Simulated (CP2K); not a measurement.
# SiO (SMILES O=[Si]): Pade/SZV-MOLOPT-SR-GTH (core potential)

Aim: the vertical ionisation energy of SiO at Pade/SZV-MOLOPT-SR-GTH (core potential), from 2 runs. 

The results are computed with CP2K 2026.2.

7 further runs of the same task are left out: 5 that didn't finish, 2 set aside as unsound or not needed.

### 1 The system as given

SiO: 2 atoms, total charge 0, spin state singlet. SMILES: `O=[Si]`. The shape is that of a PBE0-D4/def2-TZVP optimisation.

Bond lengths: O1–Si2 1.509 Å.

### 2 A single-point energy at Pade/SZV-MOLOPT-SR-GTH (core potential)

Input file calc.inp:

```
&GLOBAL
  PROJECT_NAME calc
  RUN_TYPE ENERGY
  PRINT_LEVEL MEDIUM
&END GLOBAL

&FORCE_EVAL
  METHOD Quickstep
  &DFT
    BASIS_SET_FILE_NAME BASIS_MOLOPT
    POTENTIAL_FILE_NAME GTH_POTENTIALS
    &QS
      METHOD GPW
      EPS_DEFAULT 1.0E-10
    &END QS
    &MGRID
      CUTOFF 400
      REL_CUTOFF 50
      NGRIDS 4
    &END MGRID
    &POISSON
      PERIODIC NONE
      POISSON_SOLVER MULTIPOLE
    &END POISSON
    &SCF
      SCF_GUESS ATOMIC
      EPS_SCF 1.0E-06
      MAX_SCF 30
      &OT
        MINIMIZER DIIS
        PRECONDITIONER FULL_ALL
      &END OT
      &OUTER_SCF
        EPS_SCF 1.0E-06
        MAX_SCF 8
      &END OUTER_SCF
    &END SCF
    &XC
      &XC_FUNCTIONAL PADE
      &END XC_FUNCTIONAL
    &END XC
    &PRINT
      &MOMENTS
        PERIODIC F
        REFERENCE COM
        MAX_MOMENT 1
      &END MOMENTS
      &MO_CUBES
        NLUMO 5
        NHOMO -1
        WRITE_CUBE F
      &END MO_CUBES
      &HIRSHFELD OFF
      &END HIRSHFELD
    &END PRINT
  &END DFT
  &SUBSYS
    &CELL
      ABC 8.3 7.5 7.6
      PERIODIC NONE
    &END CELL
    &COORD
      O     -0.640700     0.231500    -0.324000
      Si     0.640700    -0.231500     0.324000
    &END COORD
    &TOPOLOGY
      &CENTER_COORDINATES
      &END CENTER_COORDINATES
    &END TOPOLOGY
    &KIND O
      BASIS_SET SZV-MOLOPT-SR-GTH-q6
      POTENTIAL GTH-PADE-q6
    &END KIND
    &KIND Si
      BASIS_SET SZV-MOLOPT-SR-GTH-q4
      POTENTIAL GTH-PADE-q4
    &END KIND
  &END SUBSYS
&END FORCE_EVAL
```

On the command line:

```console
OMP_NUM_THREADS=1 cp2k.psmp -i calc.inp > calc.out 2>&1
```

Output:

```text
CP2K| version string:                                       CP2K version 2026.2
[...]
 GLOBAL| Method name                                                        CP2K
[...]
 GLOBAL| Run type                                                         ENERGY
[...]
 DFT| Spin restricted Kohn-Sham (RKS) calculation                            RKS
 DFT| Multiplicity                                                             1
[...]
 DFT| Charge                                                                   0
[...]
 FUNCTIONAL| PADE:
 QS| Method:                                                                 GPW
[...]
 QS| Density cutoff [a.u.]:                                                200.0
[...]
 QS| Relative density cutoff [a.u.]:                                        25.0
[...]
                             - Atoms:                                          2
[...]
                             - Spherical basis functions:                      8
[...]
 Number of electrons:                                                         10
[...]
     1 OT DIIS     0.15E+00    0.2     0.50645062       -19.3152945707 -1.93E+01
[...]
    23 OT DIIS     0.15E+00    0.2     0.00000043       -19.8072691644 -5.22E-12
  *** SCF run converged in    23 steps ***
[...]
  Overlap energy of the core charge distribution:               0.00000013750962
  Self energy of the core charge distribution:                -51.26993505631708
  Core Hamiltonian energy:                                     14.11965369782057
  Hartree energy:                                              21.88098747573319
  Exchange-correlation energy:                                 -4.53797541918217
  Total energy:                                               -19.80726916443586
[...]
                     Mulliken Population Analysis
 #  Atom  Element  Kind  Atomic population                           Net charge
       1     O        1          6.649138                             -0.649138
       2     Si       2          3.350862                              0.649138
 # Total charge                             10.000000                 -0.000000
[...]
  Dipole moment [Debye]
    X=  0.1785851E+01 Y= -0.6453471E+00 Z=  0.9034900E+00  Total=      2.1028625
[...]
 HOMO - LUMO gap [eV] :    4.274399
 ENERGY| Total FORCE_EVAL ( QS ) energy [hartree]            -19.807269164435858
[...]
```

It took 4.8 s on 1 thread of Arm Neoverse V1, shared host; peak memory 0.43 GiB.

### 3 The doublet cation

Input file molecule.xyz:

```xyz
2

O     -0.640700     0.231500    -0.324000
Si     0.640700    -0.231500     0.324000
```

Input file molecule.inp:

```
&FORCE_EVAL
 METHOD QUICKSTEP
 &DFT
  BASIS_SET_FILE_NAME BASIS_MOLOPT
  POTENTIAL_FILE_NAME GTH_POTENTIALS
  CHARGE 1
  MULTIPLICITY 2
  UKS T
  &QS
   METHOD GPW
   EPS_DEFAULT 1.0E-10
  &END
  &MGRID
   CUTOFF 400
   REL_CUTOFF 50
   NGRIDS 4
  &END
  &POISSON
   PERIODIC NONE
   POISSON_SOLVER MULTIPOLE
  &END
  &SCF
   SCF_GUESS ATOMIC
   EPS_SCF 1.0E-06
   MAX_SCF 30
   &OT ON
    MINIMIZER CG
    PRECONDITIONER FULL_ALL
   &END
   &OUTER_SCF
    EPS_SCF 1.0E-06
    MAX_SCF 10
   &END
  &END
  &XC
   &XC_FUNCTIONAL PADE
   &END
  &END
  &PRINT
   &MOMENTS
    PERIODIC F
    REFERENCE COM
    MAX_MOMENT 1
   &END
   &MO_CUBES
    NLUMO 1
    NHOMO -1
    WRITE_CUBE F
   &END
   &HIRSHFELD OFF
   &END
  &END
 &END
 &SUBSYS
  &CELL
   ABC [angstrom] 8.3 7.5 7.6
   PERIODIC NONE
  &END
  &TOPOLOGY
   COORD_FILE_NAME molecule.xyz
   COORD_FILE_FORMAT XYZ
   &CENTER_COORDINATES
   &END
  &END
  &KIND O
   BASIS_SET SZV-MOLOPT-SR-GTH-q6
   POTENTIAL GTH-PADE-q6
  &END
  &KIND Si
   BASIS_SET SZV-MOLOPT-SR-GTH-q4
   POTENTIAL GTH-PADE-q4
  &END
 &END
&END

&GLOBAL
 PROJECT_NAME molecule
 RUN_TYPE ENERGY
 PRINT_LEVEL MEDIUM
&END
```

On the command line:

```console
OMP_NUM_THREADS=1 cp2k.psmp -i molecule.inp -o molecule.out
```

Output:

```text
CP2K| version string:                                       CP2K version 2026.2
[...]
 GLOBAL| Method name                                                        CP2K
[...]
 GLOBAL| Run type                                                         ENERGY
[...]
 DFT| Spin unrestricted (spin-polarized) Kohn-Sham calculation               UKS
 DFT| Multiplicity                                                             2
[...]
 DFT| Charge                                                                   1
[...]
 FUNCTIONAL| PADE:
 QS| Method:                                                                 GPW
[...]
 QS| Density cutoff [a.u.]:                                                200.0
[...]
 QS| Relative density cutoff [a.u.]:                                        25.0
[...]
                             - Atoms:                                          2
[...]
                             - Spherical basis functions:                      8
[...]
 Number of electrons:                                                          5
[...]
     1 OT CG       0.15E+00    0.3     0.33794027       -18.9515785342 -1.90E+01
[...]
    25 OT CG       0.23E+00    0.4     0.00000087       -19.3986429152 -4.56E-11
  *** SCF run converged in    25 steps ***
[...]
  Overlap energy of the core charge distribution:               0.00000013750962
  Self energy of the core charge distribution:                -51.26993505631708
  Core Hamiltonian energy:                                     13.18091256456600
  Hartree energy:                                              22.81920785661156
  Exchange-correlation energy:                                 -4.12882841759046
  Total energy:                                               -19.39864291522035
[...]
                     Mulliken Population Analysis
 #  Atom  Element  Kind  Atomic population (alpha,beta) Net charge  Spin moment
       1     O        1         3.478190     2.971783    -0.449973     0.506406
       2     Si       2         1.521810     1.028217     1.449973     0.493594
 # Total charge and spin        5.000000     4.000000     1.000000     1.000000
[...]
  Dipole moment [Debye]
    X=  0.3626545E+01 Y= -0.1312244E+01 Z=  0.1836539E+01  Total=      4.2716147
[...]
 HOMO - LUMO gap [eV] :    1.534925
 ENERGY| Total FORCE_EVAL ( QS ) energy [hartree]            -19.398642915220350
[...]
```

It took 16 s on 1 thread of Arm Neoverse V1, shared host; peak memory 0.46 GiB.

### 4 Results

At Pade/SZV-MOLOPT-SR-GTH (core potential):

| quantity | value |
| --- | --- |
| singlet SiO: total energy | -19.80727 Eh |
| singlet SiO: dipole moment | 2.10 D |
| singlet SiO: HOMO energy | -6.30 eV |
| singlet SiO: LUMO energy | -2.02 eV |
| singlet SiO: HOMO–LUMO gap | 4.27 eV |
| doublet cation: total energy | -19.39864 Eh |
| doublet cation: HOMO energy (highest over α and β) | -17.31 eV |
| doublet cation: LUMO energy (lowest over α and β) | -15.83 eV |
| doublet cation: ⟨S²⟩ | 0.752 |
| vertical ionisation energy (to the doublet cation) | 11.119 eV |

In words: The vertical ionisation energy comes to 11.12 eV (1073 kJ/mol). The negative HOMO energy of the first species, 6.30 eV, lies 4.82 eV below that difference. In a minimal basis such a difference can be off by several eV, whatever the method.
